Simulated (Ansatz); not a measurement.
# CHClN radical: energies up the ladder

Aim: energies up the ladder, for CHClN radical, with the cost of each level. Spin multiplicity 2.

Method: the levels named in each step, in Ansatz 0.2.0.

## (1) Starting point

Bond lengths: C1–N2 1.146 Å, C1–H4 1.071 Å. Angles: N2–C1–H4 180.0°.

Coordinates:

```xyz
4

C     0.0044    0.0000   -0.9325
N     0.0074    0.0000   -2.0784
Cl   -0.0138    0.0000    2.8729
H     0.0019    0.0000    0.1380
```

## (2) Single point, PBE-D4/def2-TZVPP

Contents of input.yaml:

```yaml
crystal:
  periodic: [false, false, false]
  atoms:
    - { symbol: C, position_ang: [0.00442767, 0.0, -0.93254805] }
    - { symbol: "N", position_ang: [0.00742632, 0.0, -2.07837935] }
    - { symbol: Cl, position_ang: [-0.01376611, 0.0, 2.87289032] }
    - { symbol: H, position_ang: [0.00191213, 0.0, 0.13804709] }
magnetization:
  spin_polarized: true
  initial_magnetization: 1
basis:
  gaussian: { orbitals: def2-TZVPP }
hamiltonian:
  xc: pbe
  dispersion: d4
```

Launch:

```
$ ansatz run input.yaml --threads 2 --pin off --max-ram 5120MiB --backend cpu --events-out ev --progress --plain --runs-dir out
```

After this run come: Single point, r2SCAN-D4/def2-TZVPP; Single point, B3LYP-D4/def2-TZVPP; Single point, wB97M-V/def2-TZVPP; Single point, B2PLYP/def2-TZVPP; Single point, LDA/def2-TZVPP; Single point, PBE0-D4/def2-SVP; Single point, PBE-D4/def2-SVP; Single point, CCSD(T)/def2-TZVPP; Single point, CCSD(T)/def2-QZVPP.

Q: Predict the outcome of this session. Wanted: energy at CCSD(T)/CBS.

The runs gave:

```
             quantity          value
energy at CCSD(T)/CBS  -15048.678 eV
```

These totals serve in differences with atoms or fragments at the same level; alone they don't rank the methods.
